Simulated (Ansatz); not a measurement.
Reaction: C3H3N (SMILES C=CC#N) + H+ → C3H4N+ (SMILES C=CC#[NH+])
Each species at its own B3LYP-D3(BJ)/def2-TZVP minimum (Ansatz, a first-principles code).

Total energies in hartree (Ansatz). Open shells are spin-unrestricted; no spin-orbit coupling. Correlated methods leave the cores frozen. No relativity. The restricted determinant of C3H3N (C=CC#N, singlet) is unstable towards broken spin symmetry in at least one set run.

```tsv
species	HF/cc-pVTZ	CCSD(T)/cc-pVTZ	HF/cc-pVQZ	CCSD(T)/cc-pVQZ	CCSD(T)/cc-pVDZ	CCSDT(Q)/cc-pVDZ
1: C3H3N (SMILES C=CC#N)	-169.82637	-170.53291	-169.83740	-170.58084	-170.37013	-170.37296
2: C3H4N+ (SMILES C=CC#[NH+])	-170.14411	-170.84253	-170.15502	-170.88937	-170.67947	-170.68215
```

Task: Work out the proton affinity (electronic), positive where energy is released in kJ/mol: take Hartree-Fock from cc-pVQZ, extrapolate the CCSD(T) correlation energy as X^-3 (X = 3, 4), and add CCSDT(Q) - CCSD(T) in cc-pVDZ. 1 hartree = 2625.5 kJ/mol.

Result: 
Species 1: correlation (64·(-0.74344) - 27·(-0.70654))/37 = -0.77037; step -0.00283; E1 = -169.83740 + (-0.77037) + (-0.00283) = -170.61060
H+ has no electrons: E = 0
Species 2: correlation (64·(-0.73435) - 27·(-0.69842))/37 = -0.76057; step -0.00268; E2 = -170.15502 + (-0.76057) + (-0.00268) = -170.91827
+1·E1 -1·E2 = 0.30767 hartree = 807.8 kJ/mol.
